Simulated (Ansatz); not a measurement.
Input file:

```yaml
crystal:
  periodic: [false, false, false]
  atoms:
    - {symbol: Si, position_ang: [0.000000, 0.000000, 0.230700]}
    - {symbol: P, position_ang: [0.000000, 0.000000, -2.685900]}
    - {symbol: H, position_ang: [0.000000, 0.000000, 2.455200]}
basis:
  gaussian: {orbitals: cc-pVTZ-DK}
magnetization: {spin_polarized: false}
hamiltonian: {xc: {name: B3LYP}}
correlation: {method: ccsd_t, electrons: valence}
scf: {lower_state_search: off}
```

```sh
$ ansatz run in.yaml --threads 1 --pin off --events-out ev --progress --plain --max-ram 2393MiB
```

Output:

```
these checks for a lower state are left out or cut short: stability, starts, cluster_reference, orbital_swaps, neighbouring_geometries, increment
477 factors; integrals over basis functions are off by at most 1.1e-3 eV
mean field evaluation 1: about -17210.6283 eV, gradient 3.0e1 eV
mean field evaluation 2: about -17210.6269 eV, gradient 3.0e1 eV
mean field evaluation 4: about -17206.9586 eV, gradient 4.5e1 eV
mean field evaluation 8: about -17215.6761 eV, gradient 1.3e0 eV
mean field evaluation 16: about -17215.6828 eV, gradient 2.2e-4 eV
mean field -17215.68281576 eV, -632.6646742702 hartree, gradient 1.4e-6 eV, S^2 0.000000; 0 other end points of the search recorded, 0 dependent functions left out
10 core orbitals not correlated: weight in the atoms' cores, before any rotation towards them, 1.000 or more for the frozen orbitals, at most 0.000 for the correlated occupied ones
reference -17179.58292896 eV, -631.3380278996 hartree; 5, 5 occupied and 67, 67 virtual orbitals, 477 factors
second order -9.38807177 eV of doubles, -0.57492457 eV of singles
cycle   1  -7.31735873 eV  change     2.2e0 eV  update   4.5e-1
cycle   2  -8.74072398 eV  change    -1.4e0 eV  update   3.9e-1
cycle   3  -8.92965235 eV  change   -1.9e-1 eV  update   6.8e-2
cycle   4  -9.03347498 eV  change   -1.0e-1 eV  update   3.9e-2
cycle   5  -9.06737862 eV  change   -3.4e-2 eV  update   1.6e-2
cycle   6  -9.06873909 eV  change   -1.4e-3 eV  update   1.2e-2
cycle   7  -9.05214572 eV  change    1.7e-2 eV  update   6.7e-3
cycle   8  -9.05426419 eV  change   -2.1e-3 eV  update   2.4e-3
cycle   9  -9.05483913 eV  change   -5.7e-4 eV  update   1.1e-3
cycle  10  -9.05345047 eV  change    1.4e-3 eV  update   5.3e-4
cycle  11  -9.05363002 eV  change   -1.8e-4 eV  update   2.2e-4
cycle  12  -9.05351778 eV  change    1.1e-4 eV  update   9.2e-5
cycle  13  -9.05356178 eV  change   -4.4e-5 eV  update   4.3e-5
cycle  14  -9.05352686 eV  change    3.5e-5 eV  update   1.7e-5
cycle  15  -9.05355055 eV  change   -2.4e-5 eV  update   7.8e-6
cycle  16  -9.05355095 eV  change   -4.0e-7 eV  update   3.2e-6
perturbative correction -1.30358561 eV, -0.0479058877 hartree
WARN: these amplitudes may be one of several solutions (largest doubles amplitude 0.19, level shift 0.50 eV)
Total energy: -17189.94006552 eV, -631.7186456481 hartree
Relativity: scalar
Checks for a lower state left out: stability, starts, cluster_reference, orbital_swaps, neighbouring_geometries, increment
```

Ran on 1 thread of Arm Neoverse V2, shared host: 1.3 s wall, 0.18 GiB peak host memory.
